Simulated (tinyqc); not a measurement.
UHF in the sto-3g basis, for H2O, spin multiplicity 3, step by step (part 1 of 2). Computed by tinyqc, a small Python program that keeps every step (integrals from PySCF). Settings: charge = 0, multiplicity = 3, basis = sto-3g, energy threshold = 1e-10, iteration cap = 51, orthogonalisation = canonical, start = atomic densities, DIIS depth = 8, shift = 1.0, method = UHF. Command: `OMP_NUM_THREADS=1 python tinyqc.py 21320 21321 out.jsonl` (the two numbers bound the seeds that draw the settings). One thread of a shared host (Intel(R) Xeon(R) Processor @ 2.60GHz), about 0.2 s of CPU time with the checks. Later iterations appear only in the table of the cycle.

## One-electron integrals

Geometry (angstrom):
```
atom,x,y,z
O,0.00000,0.00000,0.00000
H,0.00000,1.17600,0.70600
H,0.00000,-1.20700,0.72500
```

Basis sto-3g: exponents (1/bohr^2) and contraction coefficients of normalised primitives:
```
element,l (shell),exponent,coefficient
O,s (1),130.70932,0.15433
O,s (1),23.80886,0.53533
O,s (1),6.44361,0.44463
O,s (2),5.03315,-0.09997
O,s (2),1.16960,0.39951
O,s (2),0.38039,0.70012
O,p (3),5.03315,0.15592
O,p (3),1.16960,0.60768
O,p (3),0.38039,0.39196
H,s (1),3.42525,0.15433
H,s (1),0.62391,0.53533
H,s (1),0.16886,0.44463
```

Overlap, kinetic and nuclear-attraction integrals over the contracted functions; the nuclear repulsion is the sum of Za Zb / Rab.

nuclear repulsion = 6.3151159 hartree

overlap S, lower triangle:
```
,1O 1s,1O 2s,1O 2px,1O 2py,1O 2pz,2H 1s,3H 1s
1O 1s,1.00000
1O 2s,0.23670,1.00000
1O 2px,0.00000,0.00000,1.00000
1O 2py,0.00000,0.00000,0.00000,1.00000
1O 2pz,0.00000,0.00000,0.00000,0.00000,1.00000
2H 1s,0.02045,0.24899,0.00000,0.20531,0.12326,1.00000
3H 1s,0.01885,0.23387,0.00000,-0.19465,0.11692,0.06146,1.00000
```

kinetic energy T (hartree), lower triangle:
```
,1O 1s,1O 2s,1O 2px,1O 2py,1O 2pz,2H 1s,3H 1s
1O 1s,29.00320
1O 2s,-0.16801,0.80813
1O 2px,0.00000,0.00000,2.52873
1O 2py,0.00000,0.00000,0.00000,2.52873
1O 2pz,0.00000,0.00000,0.00000,0.00000,2.52873
2H 1s,-0.00657,0.00768,0.00000,0.05789,0.03476,0.76003
3H 1s,-0.00597,0.00288,0.00000,-0.04908,0.02948,-0.01123,0.76003
```

nuclear attraction V (hartree), lower triangle:
```
,1O 1s,1O 2s,1O 2px,1O 2py,1O 2pz,2H 1s,3H 1s
1O 1s,-61.38009
1O 2s,-7.36336,-9.81310
1O 2px,0.00000,0.00000,-9.70828
1O 2py,-0.00033,-0.00406,0.00000,-9.77911
1O 2pz,-0.00759,-0.09525,0.00000,-0.00156,-9.73382
2H 1s,-0.64988,-1.74815,0.00000,-1.24472,-0.76235,-4.51358
3H 1s,-0.59915,-1.62803,0.00000,1.16552,-0.71474,-0.32182,-4.43737
```

core Hamiltonian H = T + V (hartree), lower triangle:
```
,1O 1s,1O 2s,1O 2px,1O 2py,1O 2pz,2H 1s,3H 1s
1O 1s,-32.37689
1O 2s,-7.53137,-9.00497
1O 2px,0.00000,0.00000,-7.17955
1O 2py,-0.00033,-0.00406,0.00000,-7.25037
1O 2pz,-0.00759,-0.09525,0.00000,-0.00156,-7.20509
2H 1s,-0.65644,-1.74046,0.00000,-1.18683,-0.72759,-3.75354
3H 1s,-0.60512,-1.62514,0.00000,1.11645,-0.68526,-0.33305,-3.67733
```

## Two-electron integrals

Functions are numbered as in S; the eight-fold symmetry (ij|kl) = (ji|kl) = (kl|ij) leaves the list below.

Two-electron integrals (ij|kl) in chemists' order, unique and non-zero (hartree):
```
i,j,k,l,(ij|kl)
1,1,1,1,4.78507
2,1,1,1,0.74138
2,1,2,1,0.13687
2,2,1,1,1.11895
2,2,2,1,0.25663
2,2,2,2,0.81721
3,1,3,1,0.02448
3,2,3,1,0.03781
3,2,3,2,0.18052
3,3,1,1,1.11581
3,3,2,1,0.25668
3,3,2,2,0.81702
3,3,3,3,0.88016
4,1,4,1,0.02448
4,2,4,1,0.03781
4,2,4,2,0.18052
4,3,4,3,0.04744
4,4,1,1,1.11581
4,4,2,1,0.25668
4,4,2,2,0.81702
4,4,3,3,0.78527
4,4,4,4,0.88016
5,1,5,1,0.02448
5,2,5,1,0.03781
5,2,5,2,0.18052
5,3,5,3,0.04744
5,4,5,4,0.04744
5,5,1,1,1.11581
5,5,2,1,0.25668
5,5,2,2,0.81702
5,5,3,3,0.78527
5,5,4,4,0.78527
5,5,5,5,0.88016
6,1,1,1,0.06470
6,1,2,1,0.01186
6,1,2,2,0.02215
6,1,3,3,0.02211
6,1,4,1,0.00044
6,1,4,2,0.00083
6,1,4,4,0.02220
6,1,5,1,0.00026
6,1,5,2,0.00050
6,1,5,4,0.00005
6,1,5,5,0.02214
6,1,6,1,0.00104
6,2,1,1,0.18775
6,2,2,1,0.04374
6,2,2,2,0.15824
6,2,3,3,0.15540
6,2,4,1,0.00277
6,2,4,2,0.02297
6,2,4,4,0.16153
6,2,5,1,0.00166
6,2,5,2,0.01379
6,2,5,4,0.00368
6,2,5,5,0.15761
6,2,6,1,0.00387
6,2,6,2,0.04103
6,3,3,1,0.00419
6,3,3,2,0.02576
6,3,4,3,0.00453
6,3,5,3,0.00272
6,3,6,3,0.00532
6,4,1,1,0.12763
6,4,2,1,0.03008
6,4,2,2,0.11632
6,4,3,3,0.11135
6,4,4,1,0.00581
6,4,4,2,0.04125
6,4,4,4,0.12461
6,4,5,1,0.00097
6,4,5,2,0.00930
6,4,5,4,0.00524
6,4,5,5,0.11287
6,4,6,1,0.00275
6,4,6,2,0.03677
6,4,6,4,0.03795
6,5,1,1,0.07662
6,5,2,1,0.01806
6,5,2,2,0.06983
6,5,3,3,0.06685
6,5,4,1,0.00097
6,5,4,2,0.00930
6,5,4,4,0.06937
6,5,5,1,0.00477
6,5,5,2,0.03134
6,5,5,4,0.00604
6,5,5,5,0.07320
6,5,6,1,0.00165
6,5,6,2,0.02208
6,5,6,4,0.01959
6,5,6,5,0.01708
6,6,1,1,0.38301
6,6,2,1,0.09060
6,6,2,2,0.37792
6,6,3,3,0.36515
6,6,4,1,0.00615
6,6,4,2,0.07275
6,6,4,4,0.39305
6,6,5,1,0.00369
6,6,5,2,0.04368
6,6,5,4,0.01675
6,6,5,5,0.37521
6,6,6,1,0.00804
6,6,6,2,0.13480
6,6,6,4,0.13853
6,6,6,5,0.08317
6,6,6,6,0.77461
7,1,1,1,0.05965
7,1,2,1,0.01093
7,1,2,2,0.02042
7,1,3,3,0.02038
7,1,4,1,-0.00040
7,1,4,2,-0.00076
7,1,4,4,0.02046
7,1,5,1,0.00024
7,1,5,2,0.00046
7,1,5,4,-4.74e-05
7,1,5,5,0.02041
7,1,6,1,0.00094
7,1,6,2,0.00344
7,1,6,4,0.00229
7,1,6,5,0.00147
7,1,6,6,0.00713
7,1,7,1,0.00088
7,2,1,1,0.17492
7,2,2,1,0.04075
7,2,2,2,0.14769
7,2,3,3,0.14506
7,2,4,1,-0.00257
7,2,4,2,-0.02146
7,2,4,4,0.15076
7,2,5,1,0.00154
7,2,5,2,0.01289
7,2,5,4,-0.00342
7,2,5,5,0.14711
7,2,6,1,0.00348
7,2,6,2,0.02844
7,2,6,4,0.01818
7,2,6,5,0.01482
7,2,6,6,0.07239
7,2,7,1,0.00332
7,2,7,2,0.03597
7,3,3,1,0.00388
7,3,3,2,0.02395
7,3,4,3,-0.00422
7,3,5,3,0.00253
7,3,6,3,0.00348
7,3,7,3,0.00464
7,4,1,1,-0.11967
7,4,2,1,-0.02821
7,4,2,2,-0.10929
7,4,3,3,-0.10466
7,4,4,1,0.00538
7,4,4,2,0.03845
7,4,4,4,-0.11702
7,4,5,1,-0.00090
7,4,5,2,-0.00870
7,4,5,4,0.00489
7,4,5,5,-0.10607
7,4,6,1,-0.00233
7,4,6,2,-0.01835
7,4,6,4,-0.00870
7,4,6,5,-0.00942
7,4,6,6,-0.04553
7,4,7,1,-0.00238
7,4,7,2,-0.03246
7,4,7,4,0.03365
7,5,1,1,0.07188
7,5,2,1,0.01694
7,5,2,2,0.06565
7,5,3,3,0.06286
7,5,4,1,-0.00090
7,5,4,2,-0.00870
7,5,4,4,0.06522
7,5,5,1,0.00442
7,5,5,2,0.02918
7,5,5,4,-0.00564
7,5,5,5,0.06878
7,5,6,1,0.00150
7,5,6,2,0.01490
7,5,6,4,0.00941
7,5,6,5,0.01112
7,5,6,6,0.04085
7,5,7,1,0.00143
7,5,7,2,0.01950
7,5,7,4,-0.01742
7,5,7,5,0.01510
7,6,1,1,0.03272
7,6,2,1,0.00769
7,6,2,2,0.03021
7,6,3,3,0.02959
7,6,4,1,-3.40e-06
7,6,4,2,-4.72e-05
7,6,4,4,0.03024
7,6,5,1,0.00047
7,6,5,2,0.00468
7,6,5,4,-7.66e-06
7,6,5,5,0.03077
7,6,6,1,0.00067
7,6,6,2,0.00757
7,6,6,4,0.00599
7,6,6,5,0.00464
7,6,6,6,0.02605
7,6,7,1,0.00062
7,6,7,2,0.00714
7,6,7,4,-0.00572
7,6,7,5,0.00440
7,6,7,6,0.00185
7,7,1,1,0.37350
7,7,2,1,0.08835
7,7,2,2,0.36915
7,7,3,3,0.35700
7,7,4,1,-0.00587
7,7,4,2,-0.06993
7,7,4,4,0.38354
7,7,5,1,0.00352
7,7,5,2,0.04201
7,7,5,4,-0.01594
7,7,5,5,0.36658
7,7,6,1,0.00754
7,7,6,2,0.07587
7,7,6,4,0.04743
7,7,6,5,0.04248
7,7,6,6,0.22189
7,7,7,1,0.00722
7,7,7,2,0.12449
7,7,7,4,-0.12898
7,7,7,5,0.07748
7,7,7,6,0.02605
7,7,7,7,0.77461
```

## Orthogonalisation

S = U s U^T; canonical form X = U s^(-1/2), so that X^T S X = 1. Each column of U has its largest component positive (the first on a tie).

eigenvalues of S: 0.59307  0.68559  0.90428  1.00000  1.08731  1.25340  1.47635

X:
```
,1,2,3,4,5,6,7
1O 1s,-0.47117,0.05794,0.65162,0.00000,-0.57211,-0.02115,0.29171
1O 2s,0.89730,-0.07990,-0.21767,0.00000,-0.25007,-0.02301,0.52480
1O 2px,0.00000,0.00000,0.00000,1.00000,0.00000,0.00000,0.00000
1O 2py,0.08058,0.80300,-0.00690,0.00000,-0.00380,0.66436,0.02307
1O 2pz,0.30980,-0.02043,0.69331,0.00000,0.64720,-0.00359,0.18889
2H 1s,-0.59113,-0.58896,-0.26754,0.00000,0.22836,0.40641,0.39168
3H 1s,-0.45505,0.67583,-0.28559,0.00000,0.24257,-0.43622,0.35667
```

## Starting guess

The start is atomic minimal-basis densities projected into this basis (PySCF's MINAO start) and scaled to the electron count of each spin; this density is not idempotent, so its energy is not variational and may lie below the converged one.

D(alpha) at the start, lower triangle:
```
,1O 1s,1O 2s,1O 2px,1O 2py,1O 2pz,2H 1s,3H 1s
1O 1s,1.28684
1O 2s,-0.29850,1.26422
1O 2px,0.00000,0.00000,0.78480
1O 2py,0.00029,-0.00147,0.00000,0.72996
1O 2pz,0.00504,-0.02483,0.00000,-0.00101,0.76599
2H 1s,-0.00975,0.03947,0.00000,0.07149,0.03869,0.59689
3H 1s,-0.00965,0.03944,0.00000,-0.07154,0.03865,0.01894,0.59717
```

D(beta) at the start, lower triangle:
```
,1O 1s,1O 2s,1O 2px,1O 2py,1O 2pz,2H 1s,3H 1s
1O 1s,0.85789
1O 2s,-0.19900,0.84281
1O 2px,0.00000,0.00000,0.52320
1O 2py,0.00019,-0.00098,0.00000,0.48664
1O 2pz,0.00336,-0.01656,0.00000,-0.00067,0.51066
2H 1s,-0.00650,0.02631,0.00000,0.04766,0.02579,0.39793
3H 1s,-0.00643,0.02629,0.00000,-0.04769,0.02577,0.01263,0.39811
```

## Iteration 1: building the Fock matrix

J_ij = sum D_kl (ij|kl) with D = D(alpha) + D(beta), K_ij = sum D_kl (ik|jl) for each spin; F = H + J - K(s); E = tr D H + tr D J / 2 - 0.5 sum_s tr D(s) K(s) + E_nn.

Coulomb J (hartree), lower triangle:
```
,1O 1s,1O 2s,1O 2px,1O 2py,1O 2pz,2H 1s,3H 1s
1O 1s,17.00074
1O 2s,3.17765,7.82745
1O 2px,0.00000,0.00000,7.79513
1O 2py,0.00025,0.00286,0.00000,7.84895
1O 2pz,0.00653,0.08681,0.00000,0.00081,7.81460
2H 1s,0.27584,1.52922,0.00000,1.13661,0.69683,4.03815
3H 1s,0.25428,1.42694,0.00000,-1.06716,0.65496,0.29839,3.96619
```

exchange K(alpha) (hartree), lower triangle:
```
,1O 1s,1O 2s,1O 2px,1O 2py,1O 2pz,2H 1s,3H 1s
1O 1s,5.94460
1O 2s,0.99620,1.54573
1O 2px,0.00000,0.00000,1.01037
1O 2py,0.00027,0.00250,0.00000,1.03702
1O 2pz,0.00244,0.02404,0.00000,0.00109,1.02008
2H 1s,0.09620,0.38166,0.00000,0.23936,0.14960,0.59589
3H 1s,0.08876,0.35696,0.00000,-0.22489,0.14126,0.07866,0.58243
```

exchange K(beta) (hartree), lower triangle:
```
,1O 1s,1O 2s,1O 2px,1O 2py,1O 2pz,2H 1s,3H 1s
1O 1s,3.96306
1O 2s,0.66413,1.03049
1O 2px,0.00000,0.00000,0.67358
1O 2py,0.00018,0.00166,0.00000,0.69135
1O 2pz,0.00163,0.01603,0.00000,0.00073,0.68006
2H 1s,0.06413,0.25444,0.00000,0.15957,0.09974,0.39726
3H 1s,0.05917,0.23797,0.00000,-0.14993,0.09418,0.05244,0.38829
```

F(alpha) (hartree), lower triangle:
```
,1O 1s,1O 2s,1O 2px,1O 2py,1O 2pz,2H 1s,3H 1s
1O 1s,-21.32074
1O 2s,-5.34991,-2.72325
1O 2px,0.00000,0.00000,-0.39479
1O 2py,-0.00035,-0.00369,0.00000,-0.43845
1O 2pz,-0.00350,-0.03248,0.00000,-0.00185,-0.41057
2H 1s,-0.47680,-0.59290,0.00000,-0.28958,-0.18037,-0.31129
3H 1s,-0.43960,-0.55516,0.00000,0.27418,-0.17156,-0.11332,-0.29357
```

F(beta) (hartree), lower triangle:
```
,1O 1s,1O 2s,1O 2px,1O 2py,1O 2pz,2H 1s,3H 1s
1O 1s,-19.33921
1O 2s,-5.01785,-2.20801
1O 2px,0.00000,0.00000,-0.05800
1O 2py,-0.00026,-0.00286,0.00000,-0.09278
1O 2pz,-0.00268,-0.02446,0.00000,-0.00149,-0.07055
2H 1s,-0.44474,-0.46568,0.00000,-0.20979,-0.13050,-0.11265
3H 1s,-0.41001,-0.43617,0.00000,0.19921,-0.12448,-0.08710,-0.09942
```

total energy of this density = -75.0772610 hartree

This density is the starting one; it is not idempotent, so its energy is not variational and may lie below the converged one.

## Iteration 1: diagonalisation and new density

A level shift of 1 hartree raises the virtual space: F + shift (S - S D(s) S), with D(s) the density of one spin. Diagonalise F' = X^T F X, C = X C', fill 6 alpha and 4 beta electrons from the bottom; D(s) = C_occ C_occ^T. Each column has its largest component positive (the first on a tie).

F' = X^T F X (alpha) (hartree), lower triangle:
```
,1,2,3,4,5,6,7
1,-1.59343
2,0.32882,0.72202
3,3.98194,-0.55271,-7.53436
4,0.00000,0.00000,0.00000,-0.17959
5,-3.59848,0.52072,7.71706,0.00000,-8.58870
6,-0.14064,-0.12696,0.32746,0.00000,-0.35895,-0.54843
7,1.73082,-0.28729,-5.14500,0.00000,5.85272,0.26122,-5.35164
```

orbital energies (alpha) (hartree): MO1 -21.54278, MO2 -1.85600, MO3 -0.54977, MO4 -0.32153, MO5 -0.17959, MO6 0.59049, MO7 0.78505

coefficients C (alpha):
```
,MO1,MO2,MO3,MO4,MO5,MO6,MO7
1O 1s,0.99585,-0.24218,0.00430,0.05792,0.00000,0.09475,0.01024
1O 2s,0.01717,0.93357,-0.02070,-0.27581,0.00000,-0.49586,-0.05632
1O 2px,0.00000,0.00000,0.00000,0.00000,1.00000,0.00000,0.00000
1O 2py,0.00006,0.00430,0.75012,-0.01856,0.00000,0.05463,-0.72613
1O 2pz,0.00062,0.04734,0.01670,0.86832,0.00000,-0.52228,-0.04847
2H 1s,-0.00112,0.14827,0.35401,0.24346,0.00000,0.62190,0.73843
3H 1s,-0.00105,0.13974,-0.34257,0.26010,0.00000,0.73412,-0.61502
```

F' = X^T F X (beta) (hartree), lower triangle:
```
,1,2,3,4,5,6,7
1,-0.87474
2,0.27758,1.05698
3,3.45284,-0.48458,-6.28255
4,0.00000,0.00000,0.00000,0.41880
5,-3.18731,0.46571,7.09290,0.00000,-7.33875
6,-0.12264,-0.02752,0.29970,0.00000,-0.33015,0.07142
7,1.70253,-0.27274,-4.76856,0.00000,5.41469,0.24189,-4.30258
```

orbital energies (beta) (hartree): MO1 -19.16216, MO2 -0.90609, MO3 0.08343, MO4 0.28320, MO5 0.41880, MO6 0.93255, MO7 1.09884

coefficients C (beta):
```
,MO1,MO2,MO3,MO4,MO5,MO6,MO7
1O 1s,0.99338,-0.24819,0.00444,0.06898,0.00000,0.09753,-0.01067
1O 2s,0.02706,0.92310,-0.02075,-0.31838,0.00000,-0.48948,0.05626
1O 2px,0.00000,0.00000,0.00000,0.00000,1.00000,0.00000,0.00000
1O 2py,0.00010,0.00403,0.70050,-0.01419,0.00000,0.06091,0.77373
1O 2pz,0.00094,0.04435,0.01382,0.82783,0.00000,-0.58429,0.05269
2H 1s,-0.00287,0.16162,0.39714,0.29005,0.00000,0.60150,-0.71333
3H 1s,-0.00268,0.15239,-0.38757,0.30829,0.00000,0.70963,0.59132
```

D(alpha) after iteration 1, lower triangle:
```
,1O 1s,1O 2s,1O 2px,1O 2py,1O 2pz,2H 1s,3H 1s
1O 1s,1.06271
1O 2s,-0.27203,1.19422
1O 2px,0.00000,0.00000,1.00000
1O 2py,0.00635,-0.03348,0.00000,0.56602
1O 2pz,-0.00997,0.06334,0.00000,-0.03191,1.02928
2H 1s,0.03752,-0.24445,0.00000,0.29564,-0.10048,0.59334
3H 1s,0.04826,-0.29823,0.00000,-0.22109,-0.15667,0.41932,0.74347
```

D(beta) after iteration 1, lower triangle:
```
,1O 1s,1O 2s,1O 2px,1O 2py,1O 2pz,2H 1s,3H 1s
1O 1s,1.05319
1O 2s,-0.22427,0.95464
1O 2px,0.00000,0.00000,0.00000
1O 2py,0.00123,-0.00630,0.00000,0.49092
1O 2pz,0.04709,-0.22289,0.00000,-0.00189,0.68746
2H 1s,-0.02120,0.04852,0.00000,0.27473,0.25277,0.26798
3H 1s,-0.02094,0.05048,0.00000,-0.27526,0.25661,-0.03986,0.26848
```

## Iteration 2: building the Fock matrix

As before.

Coulomb J (hartree), lower triangle:
```
,1O 1s,1O 2s,1O 2px,1O 2py,1O 2pz,2H 1s,3H 1s
1O 1s,16.88392
1O 2s,3.16107,7.81632
1O 2px,0.00000,0.00000,7.75123
1O 2py,-0.00171,-0.01033,0.00000,7.83142
1O 2pz,-0.00020,0.05177,0.00000,-0.00283,7.84284
2H 1s,0.27425,1.52291,0.00000,1.12898,0.69073,3.99699
3H 1s,0.25290,1.42833,0.00000,-1.07179,0.65428,0.29800,3.99549
```

exchange K(alpha) (hartree), lower triangle:
```
,1O 1s,1O 2s,1O 2px,1O 2py,1O 2pz,2H 1s,3H 1s
1O 1s,4.90943
1O 2s,0.84190,1.38322
1O 2px,0.00000,0.00000,1.16340
1O 2py,-0.00007,-0.01051,0.00000,0.93642
1O 2pz,0.00114,0.01799,0.00000,-0.01517,1.16980
2H 1s,0.07861,0.28678,0.00000,0.26081,0.11742,0.56564
3H 1s,0.07237,0.26379,0.00000,-0.24121,0.10388,0.09714,0.63735
```

exchange K(beta) (hartree), lower triangle:
```
,1O 1s,1O 2s,1O 2px,1O 2py,1O 2pz,2H 1s,3H 1s
1O 1s,4.86472
1O 2s,0.79150,1.10501
1O 2px,0.00000,0.00000,0.25152
1O 2py,0.00008,-0.00087,0.00000,0.81121
1O 2pz,0.00112,-0.09138,0.00000,0.00161,0.90159
2H 1s,0.07241,0.27456,0.00000,0.24334,0.16767,0.39540
3H 1s,0.06686,0.25901,0.00000,-0.23406,0.16316,0.03746,0.38176
```

F(alpha) (hartree), lower triangle:
```
,1O 1s,1O 2s,1O 2px,1O 2py,1O 2pz,2H 1s,3H 1s
1O 1s,-20.40239
1O 2s,-5.21220,-2.57187
1O 2px,0.00000,0.00000,-0.59173
1O 2py,-0.00197,-0.00388,0.00000,-0.35537
1O 2pz,-0.00892,-0.06147,0.00000,0.01078,-0.53204
2H 1s,-0.46080,-0.50433,0.00000,-0.31865,-0.15429,-0.32219
3H 1s,-0.42458,-0.46061,0.00000,0.28587,-0.13486,-0.13219,-0.31920
```

F(beta) (hartree), lower triangle:
```
,1O 1s,1O 2s,1O 2px,1O 2py,1O 2pz,2H 1s,3H 1s
1O 1s,-20.35768
1O 2s,-5.16180,-2.29366
1O 2px,0.00000,0.00000,0.32016
1O 2py,-0.00211,-0.01352,0.00000,-0.23017
1O 2pz,-0.00890,0.04790,0.00000,-0.00600,-0.26384
2H 1s,-0.45460,-0.49211,0.00000,-0.30118,-0.20454,-0.15195
3H 1s,-0.41908,-0.45582,0.00000,0.27872,-0.19414,-0.07251,-0.06361
```

total energy of this density = -74.6954008 hartree

## Iteration 2: DIIS over 2 matrices

error matrix X^T (FDS - SDF) X (alpha):
```
,1,2,3,4,5,6,7
1,0.00000,0.00407,0.00026,0.00000,0.00120,0.00814,-0.00137
2,-0.00407,0.00000,0.00084,0.00000,0.00693,0.04969,-0.00731
3,-0.00026,-0.00084,0.00000,0.00000,0.00020,0.00154,-0.00019
4,0.00000,0.00000,0.00000,0.00000,0.00000,0.00000,0.00000
5,-0.00120,-0.00693,-0.00020,0.00000,0.00000,0.00083,0.00017
6,-0.00814,-0.04969,-0.00154,0.00000,-0.00083,0.00000,0.00212
7,0.00137,0.00731,0.00019,0.00000,-0.00017,-0.00212,0.00000
```

B (overlaps of the stored error matrices):
```
,1,2
1,8.5371458e-01,-8.6837181e-03
2,-8.6837181e-03,1.0686096e-02
```

Minimise |sum c_i e_i|^2 with sum c_i = 1: solve [B -1; -1 0][c; lambda] = [0; -1] with B_ij = tr e_i^T e_j summed over both spins, and take F = sum c_i F_i.

DIIS coefficients: 0.02197  0.97803

extrapolated F(alpha) (hartree), lower triangle:
```
,1O 1s,1O 2s,1O 2px,1O 2py,1O 2pz,2H 1s,3H 1s
1O 1s,-20.42256
1O 2s,-5.21523,-2.57519
1O 2px,0.00000,0.00000,-0.58740
1O 2py,-0.00193,-0.00388,0.00000,-0.35720
1O 2pz,-0.00880,-0.06084,0.00000,0.01050,-0.52937
2H 1s,-0.46115,-0.50627,0.00000,-0.31801,-0.15486,-0.32195
3H 1s,-0.42491,-0.46268,0.00000,0.28561,-0.13566,-0.13178,-0.31864
```

extrapolated F(beta) (hartree), lower triangle:
```
,1O 1s,1O 2s,1O 2px,1O 2py,1O 2pz,2H 1s,3H 1s
1O 1s,-20.33531
1O 2s,-5.15864,-2.29178
1O 2px,0.00000,0.00000,0.31185
1O 2py,-0.00207,-0.01328,0.00000,-0.22715
1O 2pz,-0.00876,0.04631,0.00000,-0.00590,-0.25959
2H 1s,-0.45438,-0.49153,0.00000,-0.29917,-0.20291,-0.15108
3H 1s,-0.41888,-0.45539,0.00000,0.27698,-0.19261,-0.07283,-0.06440
```

## Iteration 2: diagonalisation and new density

As before.

F' = X^T F X (alpha) (hartree), lower triangle:
```
,1,2,3,4,5,6,7
1,-1.92226
2,0.48135,1.14945
3,3.36604,-0.43626,-7.31317
4,0.00000,0.00000,0.00000,-0.58740
5,-3.30755,0.48649,7.22531,0.00000,-8.31941
6,-0.14709,-0.12844,0.31281,0.00000,-0.33696,-0.56524
7,1.86871,-0.32231,-5.02470,0.00000,5.54693,0.24091,-4.81942
```

orbital energies (alpha) (hartree): MO1 -20.43093, MO2 -1.32811, MO3 -0.58740, MO4 -0.56373, MO5 -0.54792, MO6 -0.15815, MO7 1.23880

coefficients C (alpha):
```
,MO1,MO2,MO3,MO4,MO5,MO6,MO7
1O 1s,0.99455,-0.25753,0.00000,0.00431,0.04131,0.07445,-0.00953
1O 2s,0.02257,0.99347,0.00000,-0.02117,-0.19339,-0.41150,0.05220
1O 2px,0.00000,0.00000,1.00000,0.00000,0.00000,0.00000,0.00000
1O 2py,0.00015,0.00278,0.00000,0.73115,0.00522,0.04328,0.74618
1O 2pz,0.00118,0.07076,0.00000,-0.02890,0.92238,-0.41532,0.05009
2H 1s,-0.00300,0.06605,0.00000,0.37471,0.19224,0.65230,-0.72897
3H 1s,-0.00282,0.04793,0.00000,-0.35627,0.16345,0.77439,0.60505
```

F' = X^T F X (beta) (hartree), lower triangle:
```
,1,2,3,4,5,6,7
1,-0.84551
2,0.29015,1.37430
3,3.98839,-0.56412,-6.80730
4,0.00000,0.00000,0.00000,1.31185
5,-3.28813,0.49387,7.26527,0.00000,-8.18626
6,-0.11740,-0.08326,0.32871,0.00000,-0.34826,-0.44624
7,1.75644,-0.27572,-5.15653,0.00000,5.55402,0.21771,-4.56432
```

orbital energies (beta) (hartree): MO1 -20.34210, MO2 -1.06895, MO3 -0.44309, MO4 -0.37610, MO5 1.31185, MO6 1.33313, MO7 1.42177

coefficients C (beta):
```
,MO1,MO2,MO3,MO4,MO5,MO6,MO7
1O 1s,0.99514,-0.24929,0.01806,0.03488,0.00000,0.09266,0.01551
1O 2s,0.02023,0.95999,-0.08820,-0.18865,0.00000,-0.47544,-0.07733
1O 2px,0.00000,0.00000,0.00000,0.00000,1.00000,0.00000,0.00000
1O 2py,0.00018,0.01761,0.68238,-0.18651,0.00000,-0.15525,0.75395
1O 2pz,0.00100,-0.04502,0.20633,0.80630,0.00000,-0.57183,-0.09963
2H 1s,-0.00272,0.12435,0.45661,0.20396,0.00000,0.77245,-0.52572
3H 1s,-0.00250,0.10048,-0.29236,0.39400,0.00000,0.53019,0.76799
```

D(alpha) after iteration 2, lower triangle:
```
,1O 1s,1O 2s,1O 2px,1O 2py,1O 2pz,2H 1s,3H 1s
1O 1s,1.06272
1O 2s,-0.27211,1.19467
1O 2px,0.00000,0.00000,1.00000
1O 2py,0.00602,-0.03153,0.00000,0.53649
1O 2pz,-0.00999,0.06346,0.00000,-0.03409,1.02912
2H 1s,0.03813,-0.24798,0.00000,0.30339,-0.09975,0.60723
3H 1s,0.04773,-0.29518,0.00000,-0.22599,-0.15717,0.40623,0.75563
```

D(beta) after iteration 2, lower triangle:
```
,1O 1s,1O 2s,1O 2px,1O 2py,1O 2pz,2H 1s,3H 1s
1O 1s,1.05399
1O 2s,-0.22736,0.96537
1O 2px,0.00000,0.00000,0.00000
1O 2py,0.00161,-0.00809,0.00000,0.50074
1O 2pz,0.04407,-0.21350,0.00000,-0.01038,0.69472
2H 1s,-0.01834,0.04057,0.00000,0.27573,0.25306,0.26557
3H 1s,-0.01907,0.04787,0.00000,-0.27121,0.25283,-0.04063,0.25081
```
